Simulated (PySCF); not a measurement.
Species: HCl.
SMILES: `Cl`

Structure optimised with PBE0-D3(BJ)/def2-SVP, isolated species.

Take the most abundant isotopes and a rigid rotor. 

(1) What are the moment of inertia and the rotational constant?

(2) List the first levels of a rigid rotor in a Σ state.

(3) Estimate the classical rotational partition function at 100 K and 298.15 K.

Answers

(1) I = 1.618 u·Å², B = 505379 MHz·u·Å²/I = 312329 MHz (10.4182 cm⁻¹, or 14.989 K as hB/k). For two atoms I = μr² with μ = 0.9796 u and r = 1.2852 Å.

(2) E(J) = BJ(J+1): J = 1: 20.836, J = 2: 62.509, J = 3: 125.018, J = 4: 208.364, J = 5: 312.546, J = 6: 437.564 cm⁻¹.

(3) Point group C∞v, symmetry number σ = 1; q = kT/(σhB), k/h = 20836.6 MHz/K: 6.7 at 100 K, 19.9 at 298.15 K.

Not checked by PBE0-D3(BJ)/def2-SVP frequencies. These are rigid-rotor constants of the computed structure; measured ground-state constants (B0) also hold zero-point vibration.
